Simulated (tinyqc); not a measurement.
Worked calculation: extended Hueckel theory, for CO. One step of it, computed by the program tinyqc.

Question. Wolfsberg-Helmholz matrix. H_ij = K' S_ij (H_ii + H_jj)/2 for i != j (the diagonal keeps H_ii), with K' = 1.75.

overlap S, lower triangle:
```
            1C 2s    1C 2px    1C 2py     1C 2pz     2O 2s    2O 2px    2O 2py    2O 2pz
1C 2s    1.000000
1C 2px   0.000000  1.000000
1C 2py   0.000000  0.000000  1.000000
1C 2pz   0.000000  0.000000  0.000000   1.000000
2O 2s    0.352342  0.000000  0.000000   0.438901  1.000000
2O 2px   0.000000  0.198111  0.000000   0.000000  0.000000  1.000000
2O 2py   0.000000  0.000000  0.198111   0.000000  0.000000  0.000000  1.000000
2O 2pz  -0.295774  0.000000  0.000000  -0.305448  0.000000  0.000000  0.000000  1.000000
```

diagonal H_ii (eV): 1C 2s -21.400000, 1C 2px -11.400000, 1C 2py -11.400000, 1C 2pz -11.400000, 2O 2s -32.300000, 2O 2px -14.800000, 2O 2py -14.800000, 2O 2pz -14.800000

K = 1.750000

Give: H.

Answer.

H (eV), lower triangle:
```
          1C 2s   1C 2px   1C 2py   1C 2pz    2O 2s   2O 2px   2O 2py   2O 2pz
1C 2s   -21.400
1C 2px    0.000  -11.400
1C 2py    0.000    0.000  -11.400
1C 2pz    0.000    0.000    0.000  -11.400
2O 2s   -16.556    0.000    0.000  -16.782  -32.300
2O 2px    0.000   -4.542    0.000    0.000    0.000  -14.800
2O 2py    0.000    0.000   -4.542    0.000    0.000    0.000  -14.800
2O 2pz    9.369    0.000    0.000    7.002    0.000    0.000    0.000  -14.800
```
